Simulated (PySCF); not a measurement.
Molfile (atoms numbered from 1):
```
C3H9PS
     RDKit          3D

 14 13  0  0  0  0  0  0  0  0999 V2000
   -0.2149    1.5567   -0.5676 C   0  0  0  0  0  0  0  0  0  0  0  0
    0.2315    0.1576    0.5126 P   0  0  0  0  0  5  0  0  0  0  0  0
    1.3290   -0.8722   -0.5153 C   0  0  0  0  0  0  0  0  0  0  0  0
   -1.3043   -0.8151    0.6492 C   0  0  0  0  0  0  0  0  0  0  0  0
    0.9978    0.6831    2.2257 S   0  0  0  0  0  0  0  0  0  0  0  0
   -0.6429    1.2181   -1.5234 H   0  0  0  0  0  0  0  0  0  0  0  0
   -0.9391    2.1881   -0.0338 H   0  0  0  0  0  0  0  0  0  0  0  0
    0.6904    2.1524   -0.7518 H   0  0  0  0  0  0  0  0  0  0  0  0
    1.5835   -1.7790    0.0516 H   0  0  0  0  0  0  0  0  0  0  0  0
    0.8582   -1.1468   -1.4715 H   0  0  0  0  0  0  0  0  0  0  0  0
    2.2559   -0.3113   -0.7008 H   0  0  0  0  0  0  0  0  0  0  0  0
   -1.7045   -1.0921   -0.3379 H   0  0  0  0  0  0  0  0  0  0  0  0
   -2.0432   -0.2165    1.2002 H   0  0  0  0  0  0  0  0  0  0  0  0
   -1.0892   -1.7202    1.2346 H   0  0  0  0  0  0  0  0  0  0  0  0
  1  2  1  0
  2  3  1  0
  2  4  1  0
  2  5  2  0
  1  6  1  0
  1  7  1  0
  1  8  1  0
  3  9  1  0
  3 10  1  0
  3 11  1  0
  4 12  1  0
  4 13  1  0
  4 14  1  0
M  END
```

Geometry: PBE0-D3(BJ)/def2-SVP; GIAO shifts from PySCF 2.14.0 with density-fitted response routines, gas phase, non-relativistic, averaged over equivalent atoms.

At KT3/pcSseg-1 (144 basis functions, 19 s wall time on 1 thread of an Arm Neoverse V1, shared host):
```
                          atoms  δ (ppm)
                       C1/C3/C4     24.6
                             P2      5.4
                             S5   -197.2
H6/H7/H8/H9/H10/H11/H12/H13/H14     1.42
```

Referencing at the same level of theory: TMS for ¹³C (σ = 182.31 ppm), ¹H (σ = 31.32 ppm); H3PO4 for ³¹P (σ = 332.35 ppm); ³³S (σ = 516.28 ppm) against CS2.

Q: Predict the values at PBE0/pcSseg-1 on the same geometry.

A: 
| atoms | δ at PBE0/pcSseg-1 | change |
| --- | --- | --- |
| C1/C3/C4 | 25.5 | +0.9 |
| P2 | 3.2 | -2.2 |
| S5 | -221.1 | -23.9 |
| H6/H7/H8/H9/H10/H11/H12/H13/H14 | 1.40 | -0.02 |

Shifts are taken against calculated references (same method and geometry level): ¹³C (184.41 ppm), ¹H (31.27 ppm) against TMS; ³¹P (310.13 ppm) against H3PO4; ³³S (495.66 ppm) vs CS2.

The largest change is at S5 (sulfur bonded to P). Cost: 144 basis functions, 11 s wall time on 1 thread of an Arm Neoverse V1, shared host.

Experimental scales use liquid or dissolved standards, which lie at an offset from isolated H3PO4.
